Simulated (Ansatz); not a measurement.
A nudged elastic band was laid between two geometries of BH3O + ClH (7 atoms, charge 0, multiplicity 1).

Computed with RKS r2SCAN/def2-SVP in Ansatz 0.2.0.

```
movable images  : 9
climbing image  : yes
spring          : 5.0 eV/Å²
optimiser       : lbfgs
start path      : through a guess of the saddle point
force threshold : 0.05 eV/Å
iteration limit : 44
end points      : relaxed
```

Initial state:

```xyz
7
Properties=species:S:1:pos:R:3
B -0.140 -0.418 -0.001
O -0.515 0.137 1.179
H -1.141 -0.392 1.692
H 0.640 0.215 -0.667
H -0.587 -1.494 -0.333
Cl 0.790 2.996 1.588
H 0.193 1.841 1.566
```

Final state:

```xyz
7
Properties=species:S:1:pos:R:3
B 0.021 0.355 0.026
O -0.174 -0.100 1.620
H -1.066 0.188 1.880
H 1.177 0.074 -0.190
H -0.848 -0.270 -0.535
Cl -0.298 2.177 0.084
H 0.429 0.462 2.139
```

Q: Which bonds break or form, and what moves?

A: Bonds broken: Cl6–H7. Bonds formed: B1–Cl6, O2–H7. BH3O + ClH becomes BClH4O.

Q: What energy profile does the band end with?

A: The run converged. The highest image is number 5 of 0 to 10, 0.69 eV above the first end and 0.69 eV above the last; the last end lies 0.00 eV above the first. Another band between the same ends (9 images) ends at a top of the same energy, where a vibrational analysis finds 1 clearly imaginary mode. The orbitals stay closed-shell, which can raise the energy where a bond breaks towards radicals; this wasn't checked here.

```
image  path coordinate (Å)  energy (eV)  Cl6–H7 (Å)  B1–Cl6 (Å)  O2–H7 (Å)
    0                 0.00         0.00        1.30        3.88       1.89
    1                 0.57         0.01        1.30        3.68       1.87
    2                 1.14         0.04        1.30        3.49       1.92
    3                 1.71         0.07        1.30        3.24       1.99
    4                 2.30         0.20        1.31        2.78       1.82
    5                 2.88         0.69        1.50        2.25       1.30
    6                 3.20         0.37        1.78        2.03       1.06
    7                 3.52         0.08        2.14        1.89       0.99
    8                 3.85         0.02        2.44        1.86       0.98
    9                 4.18         0.01        2.60        1.85       0.98
   10                 4.51         0.00        2.77        1.85       0.97
```

Q: What is the geometry of the highest image?

A: 
```xyz
7
Properties=species:S:1:pos:R:3
B 0.047 0.050 0.163
O -0.097 -0.082 1.635
H -1.019 -0.257 1.879
H 1.162 -0.148 -0.231
H -0.943 -0.162 -0.489
Cl 0.080 2.274 0.504
H 0.010 1.209 1.563
```

Time of the run: 15 min on 1 thread of Arm Neoverse V1, with other jobs on the host, peak memory 0.12 GiB.
